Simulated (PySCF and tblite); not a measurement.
The numbers below are computed, except where a source is named.
Methoxyacetonitrile, C₃H₅NO, numbered as in [CH3:1][O:2][CH2:3][C:4]#[N:5].

Free energies: PBE0-D3(BJ)/def2-SVP (IEF-PCM, water) on GFN2-xTB structures plus GFN2-xTB thermal terms, symmetry and mirror images included. Conformers within 3 kcal/mol (GFN2-xTB free energy) were kept, 10 at most. Couplings: B3LYP/pcJ-1 (gas phase; spin-dipole term only for pairs with B, N, F, Si or P). Couplings are for ¹³C, ¹H, ¹⁵N, ¹⁷O. Run with PySCF (density fitting) and tblite.

Torsions listed: C1–O2–C3–C4. Of a mirror pair one member is shown.

| conformer | shape | weight % |
| --- | --- | --- |
| 1 | 66° | 88.8 |
| 2 | 180° | 11.2 |

**Question.** Give the couplings in each conformer and the averages at 298.15 K (pairs that fast motion interchanges averaged).

**Answer.** 
```
 coupling  pairs      1      2  average (Hz)
¹J(C1,O2)      1   23.7   23.5          23.6
¹J(C1,H1)      3  146.9  146.3         146.8
³J(C1,H3)      2    6.8    2.1           6.3
¹J(O2,C3)      1   27.1   23.5          26.7
²J(O2,C4)      1   -0.9  -10.7          -2.0
³J(O2,N5)      1   -0.1    0.7           0.0
²J(H1,O2)      3   -6.9   -6.9          -6.9
²J(O2,H3)      2   -8.2   -3.9          -7.8
¹J(C3,C4)      1   70.5   81.1          71.7
²J(C3,N5)      1    3.1    2.5           3.0
³J(H1,C3)      3    6.8    7.4           6.9
¹J(C3,H3)      2  154.8  149.9         154.2
¹J(C4,N5)      1  -20.7  -22.0         -20.9
²J(H3,C4)      2   -6.0   -8.1          -6.2
³J(H3,N5)      2   -1.7   -1.6          -1.7
²J(H1,H1)      3  -11.2  -11.0         -11.1
²J(H3,H3)      1  -17.5  -15.4         -17.3
```
